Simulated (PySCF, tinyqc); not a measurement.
Inside a calculation. Method: RKS/LDA (PW92) in the sto-6g basis, for CH2, spin multiplicity 1. The lowest restricted solution is unstable here: a spin-polarised one lies 0.0040 hartree lower (PySCF). One step of it, computed by the program tinyqc.

Task: Iteration 2: building the Kohn-Sham matrix. J_ij = sum D_kl (ij|kl); F = H + J + V_xc; E = tr D H + tr D J / 2 + E_xc + E_nn.

D after iteration 1, lower triangle:
```
            1C 1s      1C 2s    1C 2px     1C 2py    1C 2pz     2H 1s     3H 1s
1C 1s    2.135801
1C 2s   -0.579386   2.509345
1C 2px   0.000000   0.000000  0.000000
1C 2py  -0.003029   0.012399  0.000000   0.023187
1C 2pz  -0.037542   0.147397  0.000000  -0.000056  0.024128
2H 1s    0.108937  -0.652163  0.000000   0.143246  0.077699  2.044927
3H 1s    0.109387  -0.663661  0.000000  -0.156155  0.081161  0.104828  2.041986
```

core Hamiltonian H = T + V (hartree), lower triangle:
```
             1C 1s      1C 2s     1C 2px     1C 2py     1C 2pz      2H 1s      3H 1s
1C 1s   -18.630057
1C 2s    -4.279219  -5.356097
1C 2px    0.000000   0.000000  -4.329857
1C 2py    0.000191   0.001919   0.000000  -4.406213
1C 2pz   -0.010710  -0.115956   0.000000   0.000958  -4.371041
2H 1s    -0.406285  -1.180387   0.000000  -0.907270  -0.683082  -2.737055
3H 1s    -0.425429  -1.220576   0.000000   0.933870  -0.702722  -0.214801  -2.763400
```

Two-electron integrals (ij|kl) in chemists' order, unique and non-zero (hartree):
```
(11|11) 3.543743    (21|11) 0.529462    (21|21) 0.100317    (22|11) 0.853596
(22|21) 0.199930    (22|22) 0.624844    (31|31) 0.021271    (32|31) 0.031868
(32|32) 0.138108    (33|11) 0.853598    (33|21) 0.199930    (33|22) 0.624843
(33|33) 0.673218    (41|41) 0.021271    (42|41) 0.031868    (42|42) 0.138108
(43|43) 0.036281    (44|11) 0.853598    (44|21) 0.199930    (44|22) 0.624843
(44|33) 0.600655    (44|44) 0.673218    (51|51) 0.021271    (52|51) 0.031868
(52|52) 0.138108    (53|53) 0.036281    (54|54) 0.036281    (55|11) 0.853598
(55|21) 0.199930    (55|22) 0.624843    (55|33) 0.600655    (55|44) 0.600655
(55|55) 0.673218    (61|11) 0.052198    (61|21) 0.009539    (61|22) 0.018767
(61|33) 0.018698    (61|41) 0.000505    (61|42) 0.000991    (61|44) 0.018832
(61|51) 0.000371    (61|52) 0.000728    (61|54) 0.000098    (61|55) 0.018770
(61|61) 0.000933    (62|11) 0.156014    (62|21) 0.037253    (62|22) 0.132318
(62|33) 0.128963    (62|41) 0.003029    (62|42) 0.022038    (62|44) 0.135501
(62|51) 0.002225    (62|52) 0.016187    (62|54) 0.004802    (62|55) 0.132490
(62|61) 0.003675    (62|62) 0.041252    (63|31) 0.003533    (63|32) 0.019270
(63|43) 0.004055    (63|53) 0.002978    (63|63) 0.004335    (64|11) 0.119697
(64|21) 0.028922    (64|22) 0.108396    (64|33) 0.103288    (64|41) 0.005476
(64|42) 0.035356    (64|44) 0.116083    (64|51) 0.001428    (64|52) 0.011816
(64|54) 0.006420    (64|55) 0.105816    (64|61) 0.002960    (64|62) 0.039869
(64|64) 0.042133    (65|11) 0.087919    (65|21) 0.021244    (65|22) 0.079618
(65|33) 0.075867    (65|41) 0.001428    (65|42) 0.011816    (65|44) 0.079308
(65|51) 0.004581    (65|52) 0.027948    (65|54) 0.006582    (65|55) 0.083680
(65|61) 0.002174    (65|62) 0.029284    (65|64) 0.027763    (65|65) 0.024727
(66|11) 0.341874    (66|21) 0.083079    (66|22) 0.335850    (66|33) 0.320715
(66|41) 0.006964    (66|42) 0.070705    (66|44) 0.350206    (66|51) 0.005115
(66|52) 0.051934    (66|54) 0.021662    (66|55) 0.336626    (66|61) 0.008251
(66|62) 0.145291    (66|64) 0.153515    (66|65) 0.112759    (66|66) 0.774999
(71|11) 0.054670    (71|21) 0.009990    (71|22) 0.019651    (71|33) 0.019580
(71|41) -0.000528   (71|42) -0.001037   (71|44) 0.019719    (71|51) 0.000388
(71|52) 0.000762    (71|54) -0.000103   (71|55) 0.019655    (71|61) 0.000949
(71|62) 0.003614    (71|64) 0.002694    (71|65) 0.002147    (71|66) 0.008060
(71|71) 0.001023    (72|11) 0.161647    (72|21) 0.038591    (72|22) 0.136870
(72|33) 0.133405    (72|41) -0.003141   (72|42) -0.022768   (72|44) 0.140159
(72|51) 0.002306    (72|52) 0.016719    (72|54) -0.004960   (72|55) 0.137047
(72|61) 0.003575    (72|62) 0.028597    (72|64) 0.020545    (72|65) 0.019821
(72|66) 0.075976    (72|71) 0.003987    (72|72) 0.043891    (73|31) 0.003682
(73|32) 0.020024    (73|43) -0.004201   (73|53) 0.003085    (73|63) 0.002751
(73|73) 0.004646    (74|11) -0.123481   (74|21) -0.029833   (74|22) -0.111675
(74|33) -0.106394   (74|41) 0.005693    (74|42) 0.036601    (74|44) -0.119631
(74|51) -0.001477   (74|52) -0.012173   (74|54) 0.006636    (74|55) -0.109001
(74|61) -0.002652   (74|62) -0.020433   (74|64) -0.012556   (74|65) -0.013957
(74|66) -0.053046   (74|71) -0.003199   (74|72) -0.042262   (74|74) 0.044566
(75|11) 0.090673    (75|21) 0.021907    (75|22) 0.082004    (75|33) 0.078126
(75|41) -0.001477   (75|42) -0.012173   (75|44) 0.081677    (75|51) 0.004766
(75|52) 0.028962    (75|54) -0.006808   (75|55) 0.086210    (75|61) 0.002115
(75|62) 0.019762    (75|64) 0.013984    (75|65) 0.016166    (75|66) 0.054873
(75|71) 0.002349    (75|72) 0.031034    (75|74) -0.029314   (75|75) 0.026171
(76|11) 0.025393    (76|21) 0.006112    (76|22) 0.023051    (76|33) 0.022351
(76|41) 1.80e-06    (76|42) 0.000019    (76|44) 0.022915    (76|51) 0.000561
(76|52) 0.004607    (76|54) 0.000005    (76|55) 0.023888    (76|61) 0.000590
(76|62) 0.006605    (76|64) 0.005627    (76|65) 0.005128    (76|66) 0.022672
(76|71) 0.000618    (76|72) 0.006790    (76|74) -0.005750   (76|75) 0.005255
(76|76) 0.001401    (77|11) 0.346256    (77|21) 0.084137    (77|22) 0.339741
(77|33) 0.324250    (77|41) -0.007131   (77|42) -0.072060   (77|44) 0.354442
(77|51) 0.005237    (77|52) 0.052915    (77|54) -0.022171   (77|55) 0.340530
(77|61) 0.007794    (77|62) 0.074269    (77|64) 0.052063    (77|65) 0.053841
(77|66) 0.214106    (77|71) 0.008754    (77|72) 0.150534    (77|74) -0.158546
(77|75) 0.116422    (77|76) 0.022672    (77|77) 0.774999
```

nuclear repulsion = 4.35865658 hartree

V_xc (hartree), lower triangle:
```
            1C 1s      1C 2s     1C 2px     1C 2py     1C 2pz      2H 1s      3H 1s
1C 1s   -2.157394
1C 2s   -0.269730  -0.468372
1C 2px   0.000000   0.000000  -0.457201
1C 2py  -0.000154  -0.000626   0.000000  -0.479383
1C 2pz  -0.002120  -0.027212   0.000000   0.000483  -0.468528
2H 1s   -0.027736  -0.117212   0.000000  -0.105920  -0.080506  -0.510918
3H 1s   -0.029038  -0.121175   0.000000   0.109047  -0.083033  -0.020865  -0.511083
```

E_xc = sum of w rho eps_xc = -5.61185156 hartree

Give: Coulomb J; Kohn-Sham matrix F; total energy of this density.

Result:

Coulomb J (hartree), lower triangle:
```
         1C 1s  1C 2s  1C 2px  1C 2py  1C 2pz  2H 1s  3H 1s
1C 1s   10.256
1C 2s    1.798  4.320
1C 2px   0.000  0.000   4.261
1C 2py   0.000  0.001   0.000   4.376
1C 2pz   0.026  0.227   0.000  -0.001   4.323
2H 1s    0.175  1.019   0.000   0.870   0.672  3.337
3H 1s    0.183  1.052   0.000  -0.894   0.691  0.188  3.348
```

Kohn-Sham matrix F (hartree), lower triangle:
```
          1C 1s   1C 2s  1C 2px  1C 2py  1C 2pz   2H 1s  3H 1s
1C 1s   -10.532
1C 2s    -2.751  -1.504
1C 2px    0.000   0.000  -0.526
1C 2py    0.000   0.002   0.000  -0.510
1C 2pz    0.013   0.084   0.000   0.000  -0.516
2H 1s    -0.259  -0.279   0.000  -0.144  -0.092   0.089
3H 1s    -0.271  -0.290   0.000   0.149  -0.095  -0.048  0.074
```

total energy of this density = -37.48029 hartree
